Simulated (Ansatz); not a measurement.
2H WSe2

These are r²SCAN (plane waves, PAW; Ansatz, a quantum-chemistry and plane-wave program) values and carry that method's errors.

Settings: plane-wave cutoff 500 eV, 12×12×4 k mesh (along the axes of the cell as run), gaussian smearing 0.02 eV, scalar-relativistic PAW data made under PBE.

Cell (relaxed at this level):

Space group P6₃/mmc (No. 194); a = b = 3.3152 Å, c = 13.7171 Å, α = β = 90.00°, γ = 120.00°

```json
[
 {"atom": "W", "site": "2c", "symmetry": "-6m2", "x": "0.3333", "y": "0.6667", "z": "0.2500"},
 {"atom": "Se", "site": "4f", "symmetry": "3m.", "x": "0.6667", "y": "0.3333", "z": "0.1289"}
]
```

For 2H WSe2, the volume per atom is 21.76 Å³/atom and the lattice parameter a is 3.315 Å. The c axis length is 13.717 Å.

Measured, for comparison: lattice constant a 3.282 Å, lattice parameter c 12.96 Å (300 K, not corrected to a static lattice; as tabulated in arXiv:1605.07067). Computed (rounded) less measured: lattice constant a +1.0 %, lattice parameter c +5.8 %.

Note: the cell comes from a level without a dispersion term, which matters for the spacing of layers, chains or molecules; the cell has widely spaced layers and the level no dispersion term, so their spacing and the moduli can rest on weak binding.

Spin–orbit coupling is not included.

Computing time: around 9 core-minutes (rough).
